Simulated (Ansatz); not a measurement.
A structure relaxed at PBE0-D4/def2-TZVP, charge 0, multiplicity 1:

```csv
atom,x (Å),y (Å),z (Å)
C1,0.8238,1.2465,-1.6171
N2,0.6045,0.7299,-0.4826
C3,-0.3942,-0.2407,-0.3634
O4,-1.0753,-0.5221,-1.4972
N5,-0.6885,-0.8475,0.7016
C6,0.0147,-0.5736,1.9248
H7,0.2754,0.9784,-2.5223
H8,1.6051,2.0014,-1.6941
H9,-1.7168,-1.1996,-1.2492
H10,0.7793,0.2013,1.8307
H11,-0.7090,-0.2766,2.6892
H12,0.4810,-1.4974,2.2796
```

**Question.** Give its formula and SMILES.

**Answer.** C3H6N2O, `C=N/C(O)=N\C`.

**Question.** Point group (tolerance 0.08 Å, 0.16 Å for H)?

**Answer.** Cs.

**Question.** Summarise the bond lengths by kind.

**Answer.** 4 × C–N 1.261 to 1.437 Å; 5 × C–H 1.089 to 1.094 Å; 1 × C–O 1.352 Å; 1 × H–O 0.965 Å.

All numbers were calculated with Ansatz.
